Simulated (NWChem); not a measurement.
System: C3H8O; SMILES CCOC

Input file for NWChem:

```
start job
memory heap 200 mb stack 900 mb global 1100 mb
geometry units angstroms noautosym nocenter noautoz
  C      0.480739     1.556328     0.153593
  C     -0.623281     0.585044    -0.262476
  O     -0.548654    -0.682067     0.366001
  C      0.480251    -1.507390    -0.121636
  H      0.303513     2.556130    -0.292378
  H      0.502565     1.666823     1.256559
  H      1.483786     1.219576    -0.178193
  H     -1.613191     0.999672     0.022255
  H     -0.627438     0.465336    -1.376204
  H      1.503575    -1.111557     0.087694
  H      0.401487    -1.668549    -1.226266
  H      0.386495    -2.490094     0.381286
end
basis spherical
  * library def2-svp
end
dft
  xc m05-2x
  iterations 150
end
cosmo
  do_cosmo_smd true
  solvent octanol
end
task dft energy
```

Geometry: optimised at PBE-D3(BJ)/def2-SVP. Solvent: 1-octanol.

Level: M05-2X/def2-SVP with SMD (1 M gas to 1 M solution), gas-phase geometry.

Give the results of this calculation. (M05-2X/def2-SVP, SMD on the gas-phase geometry.) Quantities: solvation free energy (kcal/mol); cavity-dispersion-structure term (kcal/mol); dipole in solution (D).

The solvation free energy (kcal/mol) is -3.1 and the cavity-dispersion-structure term (kcal/mol) is 0.8. The dipole in solution (D) comes out as 1.86.
